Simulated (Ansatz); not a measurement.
MgMe(OH) (CH₄MgO). Total charge 0; singlet. Geometry PBE0-D4/def2-TZVP, basis def2-TZVP, Ansatz.

```csv
run,HOMO (eV),LUMO (eV)
A,-9.98,1.04
B,-6.67,-0.70
C,-9.51,0.47
D,-6.84,-1.04
E,-5.97,-1.39
F,-6.08,-1.39
```

LC-ωPBE has ω = 0.4 bohr⁻¹. HSE06 is defined as in plane-wave codes, on full-range PBE exchange.

The runs used BLYP, HSE06, LC-ωPBE, PBE, r2SCANh, ωB97M-V. Estimate which is which.

A LC-ωPBE (range-separated); B r2SCANh (10 % exact exchange); C ωB97M-V (range-separated); D HSE06 (range-separated); E BLYP (0 % exact exchange); F PBE (0 % exact exchange). Exact exchange lowers occupied and raises empty levels; among semilocal functionals meta-GGAs tend to open the gap a little, and such runs are hard to tell apart. The gap grows from 4.57 eV (BLYP) to 11.02 eV (LC-ωPBE).
